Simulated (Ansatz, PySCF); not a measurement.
C₄H₅N, SMILES c1cc[nH]c1. Atoms are numbered in the order given.

```xyz
10

C      0.0000     0.7135     0.9867
C      0.0000    -0.7135     0.9867
C      0.0000    -1.1248    -0.3332
N      0.0000     0.0000    -1.1213
C      0.0000     1.1248    -0.3332
H      0.0000     1.3667     1.8571
H      0.0000    -1.3667     1.8571
H      0.0000    -2.1209    -0.7698
H      0.0000     0.0000    -2.1323
H      0.0000     2.1209    -0.7698
```
Charge 0, spin multiplicity 1.

Coordinates come from a B3LYP-D3(BJ)/def2-SVP optimisation.

Two levels are set side by side: PBE-D3(BJ)/def2-SVP (Ansatz, an electronic-structure program) and B3LYP-D3(BJ)/def2-SVP (Ansatz). Each level has its own optimised geometry; the coordinates shown are those of the second. Frequencies come from the Hessian of PySCF at each geometry. Differences are taken from unrounded values.

| quantity | B3LYP-D3(BJ) |
|---|---|
| mean bond length (Å) | 1.230 |
| bond C1–C2 (Å) | 1.427 |
| bond C1–C5 (Å) | 1.383 |
| bond C2–C3 (Å) | 1.383 |
| bond C3–N4 (Å) | 1.373 |
| bond N4–C5 (Å) | 1.373 |
| bond C1–H6 (Å) | 1.088 |
| bond C2–H7 (Å) | 1.088 |
| bond C3–H8 (Å) | 1.088 |
| bond N4–H9 (Å) | 1.011 |
| bond C5–H10 (Å) | 1.088 |
| highest harmonic wavenumber (cm⁻¹) | 3667 |
| mean harmonic wavenumber (cm⁻¹) | 1510 |
| zero-point energy (kcal/mol) | 51.81 |

**Question.** What does PBE-D3(BJ) give, and how far is it from B3LYP-D3(BJ)? (The exact figures need the calculation; the answer reports its results.)

**Answer.** 
```tsv
quantity	PBE-D3(BJ)	PBE-D3(BJ) minus B3LYP-D3(BJ)
mean bond length (Å)	1.237	0.006
bond C1–C2 (Å)	1.429	0.002
bond C1–C5 (Å)	1.391	0.008
bond C2–C3 (Å)	1.391	0.008
bond C3–N4 (Å)	1.377	0.004
bond N4–C5 (Å)	1.377	0.004
bond C1–H6 (Å)	1.096	0.008
bond C2–H7 (Å)	1.096	0.008
bond C3–H8 (Å)	1.095	0.008
bond N4–H9 (Å)	1.018	0.007
bond C5–H10 (Å)	1.095	0.008
highest harmonic wavenumber (cm⁻¹)	3587	-80
mean harmonic wavenumber (cm⁻¹)	1473	-38
zero-point energy (kcal/mol)	50.52	-1.29
```

Exact exchange shortens and stiffens bonds; PBE has none. Differences between two approximate levels are no errors against the true value.
